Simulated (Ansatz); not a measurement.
We consider 1T (CdI2-type) TiTe₂, described by PBE-D3(BJ) (Ansatz, a quantum-chemistry and plane-wave program, PAW).

Settings: plane-wave cutoff 520 eV, 18×18×10 k mesh (along the axes of the cell as run), Fermi–Dirac smearing 0.05 eV, no spin polarisation, scalar-relativistic PAW data made under PBE.

The cell is scaled about its equilibrium volume:

Shape and atoms are relaxed at each volume.

```json
[
 {"V (Å³/atom)": "24.184", "P (GPa)": "1.93", "c (Å)": "6.274", "a (Å)": "3.654"},
 {"V (Å³/atom)": "24.688", "P (GPa)": "0.88", "c (Å)": "6.325", "a (Å)": "3.677"},
 {"V (Å³/atom)": "25.191", "P (GPa)": "0.00", "c (Å)": "6.381", "a (Å)": "3.698"},
 {"V (Å³/atom)": "25.695", "P (GPa)": "-0.76", "c (Å)": "6.444", "a (Å)": "3.717"},
 {"V (Å³/atom)": "26.199", "P (GPa)": "-1.36", "c (Å)": "6.514", "a (Å)": "3.733"}
]
```

Note: the volume lies 6 % below that of the published cell; the bulk modulus comes from volumes at which shape and atoms were relaxed.
